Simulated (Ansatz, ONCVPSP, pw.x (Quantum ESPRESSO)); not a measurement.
## From atom to crystal: ONCV potential for Hf

```json
{
 "Element": "Hf (Z = 72)",
 "Generator": "ONCVPSP 4.0.1",
 "Type": "optimised norm-conserving Vanderbilt (ONCV)",
 "Functional": "PBEsol",
 "Relativity": "scalar-relativistic",
 "Frozen core": "[Kr] 4d10 4f14",
 "Valence charge": "12",
 "Reference configuration": "5s2 5p6 5d2 6s2",
 "Partial waves": "5s+6s: rc 1.95 bohr, ncon 4, nbas 7, qcut 5.2 1/bohr, 2 projectors; 5p: rc 1.95 bohr, ncon 3, nbas 8, qcut 7.1 1/bohr, 2 projectors, debl 4 Ha; 5d: rc 1.85 bohr, ncon 4, nbas 7, qcut 4.6 1/bohr, 2 projectors, debl 2.1 Ha",
 "Local potential": "polynomial inside 1.50 bohr (lpopt 1, dvloc0 6 Ha)",
 "Core correction": "Teter function, parameters optimised by the program"
}
```

Crystal test: diamond Hf in pw.x 7.5, no spin, 8³ k-points, Fermi–Dirac smearing 0.01 Ry, cutoffs 90/360 Ry. The reference is all-electron LAPW (Ansatz 0.2.0) with the same functional, mesh and smearing; V0 and B0 come from Birch–Murnaghan fits to the pressures at five volumes. Errors are pseudo minus all-electron; Δ is the rms difference of the E(V) curves that follow from these fits, minima aligned, over ±6 % about the mean V0. Mesh and smearing are coarse, so the numbers serve the comparison and aren't converged zero-temperature values; the lattice is a test structure that the element need not adopt.

```
V (Å³/atom)  P all-electron (GPa)  P pseudo (GPa)
     30.927                  1.57            0.92
     31.741                  0.75            0.18
     32.555                 -0.01           -0.51
     33.369                 -0.72           -1.15
     34.183                 -1.39           -1.77
```

All-electron: a0 = 6.385 Å (V0 = 32.54 Å³/atom), B0 = 29.5 GPa.

Pseudopotential: mean pressure error (GPa): -0.50; a0 (Å): 6.347; a0 error (%): -0.60; B0 error (%): -6.6; Δ (meV/atom): 3.7. This is a poor potential for the solid. Atomic configuration tests: 1 of 4 tests not solved or not reliable.

Q: At the middle volume, how do free energy and pressure move when the wave cutoff is lowered (ecutrho kept at four times it)?

A:

```json
{"cutoff (Ry)": "40", "shift of F (meV/atom)": "+24.1", "shift of P (GPa)": "-0.18"}
{"cutoff (Ry)": "54", "shift of F (meV/atom)": "+11.0", "shift of P (GPa)": "+0.06"}
{"cutoff (Ry)": "72", "shift of F (meV/atom)": "+6.5", "shift of P (GPa)": "-0.01"}
```

The run at the middle volume (29 k-points, 7 iterations) took about 32 s on one core of a shared host (Intel(R) Xeon(R) 6975P-C, 192 threads, 1512 GiB, load 35).
